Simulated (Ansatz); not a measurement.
# triplet CH(-): levels of theory in one basis

```xyz
2

C     0.0000    0.0000   -0.5838
H     0.0000    0.0000    0.5838
```

Basis set: def2-SVP (spherical functions). Correlated methods keep 1 orbital frozen. Correlation on ROHF uses semicanonical orbitals with singles. Charge -1, multiplicity 3.

Computed with Ansatz (development build ahead of 0.2.0); each method stands on the lowest determinant of its kind that the runs found.

```
      method  E − E(ROHF) (eV)  <S²> of the determinant
        ROHF              0.00                     2.00
         UHF             -0.16                     2.02
    ROHF-MP2             -2.65                        –
     UHF-MP2             -2.65                     2.02
ROHF-CCSD(T)             -3.21                        –
 UHF-CCSD(T)             -3.21                     2.02
```

Task: Is a single determinant a sound starting point here?

Result: By this sign, yes. Unrestricted orbitals gain 0.16 eV and <S²> is 2.02 against 2.00 for a pure state.

Caution: no diffuse functions for an anion.
